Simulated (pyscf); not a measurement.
Elementary routes open to methane (CH₄) + H₃Si–Cl in the gas phase (singlet surface):
A. H₃C–SiH₂–Cl + hydrogen (H₂) (C–H, H–Si broken; C–Si, H–H formed)
B. methylsilane (H₃C–SiH₃) + hydrogen chloride (HCl) (C–H, Cl–Si broken; C–Si, Cl–H formed)

Single points on ωB97X-D3(BJ)/def2-SVP structures (PySCF, gas phase).

**Question.** Rank the routes by free-energy barrier at 600 K, lowest first, for ωB97M-D3(BJ)/def2-TZVP energies (ideal gas, 1 atm, RRHO with modes under 100 cm⁻¹ raised to 100, one conformer, R ln 2 for chiral ones without a mode under 150 cm⁻¹).

**Answer.** B (335.3 kJ/mol), A (371.4 kJ/mol)

Route B is the fastest of these, ahead of the next by 36.1 kJ/mol. The most stable products are those of A (ΔG = +9.4 kJ/mol), whose barrier is 36.1 kJ/mol higher: the kinetic and the thermodynamic product differ. At 1200 K B is still the fastest. Only these routes are compared; each barrier is that of the saddle found, and lower ones may exist.
